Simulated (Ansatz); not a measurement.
**CH5Al (triplet): from Hartree-Fock to the top rungs at a displaced geometry (v1), cc-pVDZ**

One table from this session's results is given with a row withheld; the runs are named, their logs left out.

Method: cc-pVDZ, core rule «outside noble gas», up to 6 orbitals frozen; program: Ansatz 0.2.0, Gaussian basis.

The runs, in order: UHF; CCSD(T) on ROHF; CCSD(T) on UHF; BCCD(T) on ROHF; CISD as a restricted active space (open shells left free, so some higher excitations enter); CCSDT(Q) on ROHF; CCSDT(Q) on UHF.

23 further runs of the same task are left out: 10 that didn't finish, 13 set aside as unsound or not needed. Runs told in other sessions of the task aren't counted.

## What is computed

The geometry is a PBE0/def2-TZVP stationary point (not a proven minimum) with its atoms shifted at random (size 0.040 Å).

7 atoms, charge 0, spin multiplicity 3.

Atoms are counted from 1 here; the program's logs count them from 0.

Bond lengths: Al1–C2 2.256 Å, Al1–H3 1.732 Å, Al1–H4 1.580 Å, C2–H5 1.127 Å, C2–H6 1.112 Å, C2–H7 1.100 Å. Angles: C2–Al1–H3 68.8°, C2–Al1–H4 105.1°, H3–Al1–H4 117.3°, Al1–C2–H5 90.7°, Al1–C2–H6 109.3°, Al1–C2–H7 110.6°, H5–C2–H6 108.5°, H5–C2–H7 121.7°, H6–C2–H7 113.5°.

Set-up of the first run:

The input, in.yaml:

```yaml
crystal:
  periodic: [false, false, false]
  atoms:
    - {symbol: Al, position_ang: [-0.072371, 0.047228, 0.788770]}
    - {symbol: C, position_ang: [0.036200, -0.086949, -1.460548]}
    - {symbol: H, position_ang: [0.835681, 1.364621, 0.124884]}
    - {symbol: H, position_ang: [0.740324, -1.200503, 1.316258]}
    - {symbol: H, position_ang: [-0.556393, -1.044930, -1.445265]}
    - {symbol: H, position_ang: [-0.596083, 0.711766, -1.906558]}
    - {symbol: H, position_ang: [1.082401, -0.059110, -1.799874]}
basis:
  gaussian: {orbitals: cc-pVDZ}
magnetization: {spin_polarized: true, initial_magnetization: 2}
hamiltonian: {xc: hf}
output: {orbitals: {seedname: orbitals}}
```

Launch:

```bash
> ansatz run in.yaml --threads 1 --pin off --events-out ev --progress --plain --max-ram 2393MiB
```

Among the steps run: UHF; CCSD(T) on ROHF; CCSD(T) on UHF; BCCD(T) on ROHF; CISD as a restricted active space (open shells left free, so some higher excitations enter); CCSDT(Q) on ROHF; CCSDT(Q) on UHF.

One of the session's tables, all rows but one given; the rest of the session is left out.

```
   method  from UCCSDT(Q) (meV)
     ROHF               +6915.2
      UHF                     ?
     RMP2               +1372.6
     UMP2               +1360.7
     CISD                +775.2
    RCCSD                +210.0
    UCCSD                +205.7
 RCCSD(T)                 +42.6
 UCCSD(T)                 +42.6
  BCCD(T)                 +40.0
   RCCSDT                  +7.9
   UCCSDT                  +7.4
RCCSDT(Q)                  +1.1
UCCSDT(Q)                     0
```

Estimate the missing values for UHF.

As computed: from UCCSDT(Q) (meV): +6759.4. In the column «from UCCSDT(Q) (meV)» it lies between RMP2 (+1372.6) and ROHF (+6915.2).

Caveats from the session: Restricted and unrestricted rows rest on different reference determinants; a gap between their highest levels can come from leftover correlation error, from unlike frozen cores or from another state.
